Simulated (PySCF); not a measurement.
Molecule: ethylene, C2H4, charge 0, multiplicity 1. 
Coordinates optimised at B3LYP-D3(BJ)/def2-TZVP (Ansatz):
```xyz
6

C     -0.0012    -0.0058     0.6623
C      0.0012     0.0058    -0.6623
H      0.0167     0.9104     1.2401
H     -0.0212    -0.9321     1.2238
H      0.0212     0.9321    -1.2238
H     -0.0167    -0.9104    -1.2401
```

Dispersion corrections to the total energy (kcal/mol) from the dftd3 and dftd4 libraries through PySCF: D3(BJ) without and D4 with the three-body term, each with the damping fitted for the functional named.

| functional | D3(BJ) | D4 |
|---|---|---|
| PBE0 | … | -0.97 |
| B2GP-PLYP | … | -0.47 |
| BHLYP | -1.85 | -1.25 |
| CAM-B3LYP | -0.98 | -0.95 |
| PBE | -1.48 | -1.20 |
| BP86 | -2.09 | -1.49 |
| TPSSh | … | -1.47 |

**Question.** Complete the blanks.

**Answer.** 
- PBE0, D3(BJ): -1.19
- B2GP-PLYP, D3(BJ): -0.74
- TPSSh, D3(BJ): -1.60
